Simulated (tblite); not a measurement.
Compound: C3H3ClF (doublet state).
SMILES with atom numbers: `[CH2:1]/[CH:2]=[C:3](\[F:4])[Cl:5]` (hydrogens: H6, H7 on C1; H8 on C2)

Geometry (GFN2-xTB, Å), atoms numbered from 1 in this order:
```xyz
8
C3H3ClF angstrom
C     -1.2811   -0.2393   -0.0113
C      0.0601   -0.4778    0.0690
C      1.0333    0.4957   -0.0408
F      0.7151    1.7842   -0.2411
Cl     2.7073    0.2174    0.0581
H     -1.9869   -1.0419    0.0822
H     -1.6616    0.7534   -0.1690
H      0.4229   -1.4823    0.2282
```

Method: GFN2-xTB as coded in tblite; computed harmonic values from a numerical Hessian at the method's own geometry, unscaled. The method is semi-empirical: single wavenumbers can be off by several per cent or more. One conformer, not necessarily the lowest. Open shells enter through the occupations alone, without spin polarisation, and single modes of such species can be off by tens of per cent.

Harmonic wavenumbers (cm⁻¹): 172.1, 206.8, 321.0, 340.2, 442.7, 547.8, 709.5, 777.4, 934.4, 1007.9, 1031.0, 1254.4, 1312.1, 1430.7, 1486.9, 3090.6, 3131.1, 3173.7.

A = 8785, B = 2613, C = 2014 MHz; mass 92.991 u (most abundant isotopes); point group Cs, symmetry number 1; spin multiplicity 2.

Question: What is the zero-point energy?

Answer: ½Σν̃ = 10685 cm⁻¹ = 30.55 kcal/mol.

Question: Entropy at 500 K, 1 bar (ideal gas, RRHO, classical rotation)?

Answer: Translation 42.10, rotation 27.89, vibration 17.52, spin (R ln 2) 1.38: S = 88.9 cal/(mol K).

Question: And Cp and H(500 K) − H(0)?

Answer: Cp = 27.34 cal/(mol K), of which vibrations give 19.40 (their classical limit is 18 R = 35.8); H(500 K) − H(0) = 8.97 kcal/mol without the zero-point energy, 4.99 from vibrations.

Question: Which modes carry the vibrational entropy at 500 K?

Answer: 172.1 cm⁻¹: 3.40; 206.8 cm⁻¹: 3.05; 321.0 cm⁻¹: 2.21; 340.2 cm⁻¹: 2.11; 442.7 cm⁻¹: 1.64; 547.8 cm⁻¹: 1.28 cal/(mol K); the other 12 give 3.84 together.

Question: What must be added to the electronic energy to get the Gibbs energy at 500 K and 1 bar?

Answer: ZPE + [H(500 K) − H(0)] − T·S = 30.55 + 8.97 − 44.44 = -4.92 kcal/mol.

Question: How do the functions run with temperature in this model?

Answer: 
| T (K) | S (cal/(mol K)) | Cp (cal/(mol K)) | H − H(0) (kcal/mol) | G − H(0) (kcal/mol) | ln q(vib) |
| --- | --- | --- | --- | --- | --- |
| 100 | 59.8 | 11.2 | 0.89 | -5.09 | 0.16 |
| 200 | 69.2 | 16.3 | 2.27 | -11.57 | 0.87 |
| 300 | 76.6 | 20.6 | 4.12 | -18.87 | 1.79 |
| 800 | 103.1 | 33.1 | 18.12 | -64.37 | 6.70 |
| 1000 | 110.8 | 35.4 | 24.99 | -85.78 | 8.49 |

q(vib) and H(0) count from the zero-point level.

Hindered rotation and anharmonicity are outside this model. Other conformers, if any are populated, would add a mixing term that is left out.

The run took 0.36 s of wall time on one thread of an Intel Xeon at 2.50 GHz, on a shared host. The figure is for the frequency step alone.
